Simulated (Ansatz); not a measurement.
A nudged elastic band was laid between two geometries of BH₅S (7 atoms, charge 0, multiplicity 1).

Method: Ansatz 0.2.0, RKS BLYP/def2-SVP.

| Item | Value |
| --- | --- |
| movable images | 7 |
| climbing image | yes |
| spring | 5.0 eV/Å² |
| optimiser | quadratic models (default) |
| start path | through a guess of the saddle point |
| force threshold | 0.03 eV/Å |
| iteration limit | 60 |
| end points | relaxed |

First end point:

```xyz
7
Properties=species:S:1:pos:R:3
B 0.032 0.016 0.071
H 0.347 0.691 1.040
H 0.866 -0.012 -0.821
H -1.137 0.054 -0.269
S 0.327 -1.867 0.865
H -0.240 -2.698 -0.062
H -0.732 -2.021 1.718
```

Last end point:

```xyz
7
Properties=species:S:1:pos:R:3
B 0.068 -0.429 -1.192
H -0.240 -0.544 3.853
H 0.973 0.335 -1.433
H -1.041 -0.296 -1.652
S 0.480 -1.785 -0.103
H -0.734 -2.412 -0.061
H -0.041 -0.707 3.131
```

Which bonds break or form, and what moves?

Bonds broken: B1–H2, S5–H7. Bonds formed: H2–H7. BH5S becomes BH3S + H2.

What energy profile does the band end with?

The forces met the threshold. The highest image is number 3 of 0 to 8, 0.65 eV above the first end and 1.00 eV above the last; the last end lies 0.35 eV below the first. A vibrational analysis at the climbing image gives one clearly imaginary mode, 705i cm⁻¹: a first-order saddle point. The orbitals stay closed-shell, which can raise the energy where a bond breaks towards radicals; this wasn't checked here.

| image | path coordinate (Å) | energy (eV) | B1–H2 (Å) | S5–H7 (Å) | H2–H7 (Å) |
| --- | --- | --- | --- | --- | --- |
| 0 | 0.00 | 0.00 | 1.22 | 1.37 | 3.00 |
| 1 | 0.93 | 0.06 | 1.22 | 1.36 | 2.69 |
| 2 | 1.87 | 0.21 | 1.22 | 1.36 | 2.10 |
| 3 | 2.80 | 0.65 | 1.30 | 1.64 | 1.13 |
| 4 | 3.74 | 0.03 | 2.09 | 2.49 | 0.78 |
| 5 | 4.67 | -0.29 | 2.92 | 3.16 | 0.77 |
| 6 | 5.61 | -0.33 | 3.79 | 3.50 | 0.77 |
| 7 | 6.54 | -0.34 | 4.46 | 3.48 | 0.77 |
| 8 | 7.48 | -0.35 | 5.06 | 3.45 | 0.77 |

What is the geometry of the highest image?


```xyz
7
Properties=species:S:1:pos:R:3
B -0.010 -0.226 0.072
H -0.252 0.125 1.300
H 1.028 0.314 -0.233
H -1.040 -0.126 -0.548
S 0.489 -2.238 0.330
H -0.787 -2.721 0.352
H 0.036 -0.966 1.270
```

What are the harmonic wavenumbers there?

705i, 360, 514, 620, 847, 902, 1005, 1073, 1095, 1278, 1678, 2113, 2519, 2572, 2635 cm⁻¹.

Time of the run: 90 s on 1 thread of Arm Neoverse V2, with other jobs on the host, peak memory 0.098 GiB.
